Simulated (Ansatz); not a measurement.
**Ge2Au: from a trial structure to a relaxed crystal**

Computed with DFT PBE, scalar-relativistic, plane waves, PAW (Ansatz). Cutoff 420 eV, Γ-centred k mesh, Gaussian smearing, no spin polarisation in the final step.

Ge2Au was placed on the 2H molybdenite structure type (P6_3/mmc, No. 194), with Au in place of Mo, Ge in place of S, at a guessed volume.

```xyz
6
Lattice="3.1094 0.0000 0.0000 -1.5547 2.6928 0.0000 0.0000 0.0000 12.0941" Properties=species:S:1:pos:R:3 pbc="T T T"
Ge    0.0000    1.7952    7.5891
Ge    1.5547    0.8976    1.5420
Ge    0.0000    1.7952   10.5521
Ge    1.5547    0.8976    4.5051
Au    0.0000    1.7952    3.0235
Au    1.5547    0.8976    9.0706
```

Cell and atoms relax at zero pressure; the relaxation can't lower the symmetry of the start. After a coarse first stage the cell is made exact in the group found at 0.06 Å.

Energies over the elements count from the elements' standard structures at the same level, with no empirical corrections.

(1) Describe the relaxed structure.

(2) What are its volume, energy, density and gap?

Results:

(1) It keeps P6_3/mmc (No. 194). The result has the 2H molybdenite structure. Conventional cell: a = 3.258 Å, c = 12.860 Å. Around Ge lie 3 Au at 2.76 Å, 3 Ge at 3.03 Å and 6 Ge at 3.26 Å; Au is coordinated by 6 Ge at 2.76 Å and 6 Au at 3.26 Å.

```cif
data_structure
_symmetry_space_group_name_H-M 'P6_3/mmc'
_symmetry_Int_Tables_number 194
_cell_length_a 3.2582
_cell_length_b 3.2582
_cell_length_c 12.8596
_cell_angle_alpha 90.000
_cell_angle_beta 90.000
_cell_angle_gamma 120.000
_cell_volume 118.22
loop_
_atom_site_label
_atom_site_type_symbol
_atom_site_symmetry_multiplicity
_atom_site_Wyckoff_symbol
_atom_site_fract_x
_atom_site_fract_y
_atom_site_fract_z
_atom_site_occupancy
Ge1 Ge 4 f 0.33333 0.66667 0.59242 1
Au1 Au 2 c 0.33333 0.66667 0.25000 1
```

(2) The volume per atom is 19.70 Å³, the density is 9.61 g/cm³ and the energy over the elements is 0.20 eV/atom. The gap on the 12×12×4 mesh is 0 eV (a metal).

The final run used a 12×12×4 mesh on its 6-atom cell and 0.10 eV smearing. For metals, differences of a few meV/atom aren't resolved. Spin–orbit coupling is left out. A structure relaxed within its symmetry needn't be a true minimum. The steps took about 4 core-minutes in all.